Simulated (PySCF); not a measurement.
Species: C3H5NO.
SMILES with atom numbers: `[CH3:1]/[CH:2]=[N:3]/[CH:4]=[O:5]` (hydrogens: H6, H7, H8 on C1; H9 on C2; H10 on C4)

Geometry (PBE0-D3(BJ)/def2-SVP, Å), atoms numbered from 1 in this order:
```
atom  x, y, z in Å
C1    -1.6274    0.2257    0.1390
C2    -0.2251   -0.0016    0.5707
N3     0.7633    0.1073   -0.2184
C4     2.0444   -0.2202    0.2093
O5     2.3600   -1.2693    0.7062
H6    -1.6694    0.4776   -0.9283
H7    -2.0864    1.0345    0.7308
H8    -2.2261   -0.6802    0.3304
H9    -0.0666   -0.2783    1.6321
H10    2.7833    0.5833   -0.0203
```

Level of theory: MP2 and CCSD/aug-cc-pVDZ in PySCF, restricted Hartree–Fock reference, frozen core, non-relativistic, gas phase, PBE0-D3(BJ)/def2-SVP geometry.

E(HF) = -245.84158 Eh.

How large is the problem?

160 basis functions and 38 electrons; 5 orbitals frozen, which leaves o = 14 correlated occupied and v = 141 virtual orbitals. That is o·v = 1974 singles and o·v(o·v + 1)/2 = 1949325 distinct closed-shell doubles amplitudes before symmetry; the costliest CCSD step grows as o²v⁴ = 7.7 × 10^10.

What are the MP2 and CCSD correlation energies?

MP2 -0.7754 Eh and CCSD -0.8104 Eh, which gives totals of -246.61695 and -246.65195 Eh. That is 0.788 eV for each correlated electron at CCSD (2128 kJ/mol in all, 0.329 % of the total energy); MP2 gives 95.7 % of the CCSD value.

What is the T1 diagnostic?

0.0166, below the customary warning level of 0.02. It is the norm of the spatial-orbital singles amplitudes over the root of the number of correlated electrons, so the norm is 0.088.

How does correlation change the dipole moment?

HF gives 3.63 D and CCSD (unrelaxed density) 3.06 D, a change of -0.57 D.

Connected triples and the basis-set limit are missing.

One conformer stands for the species.
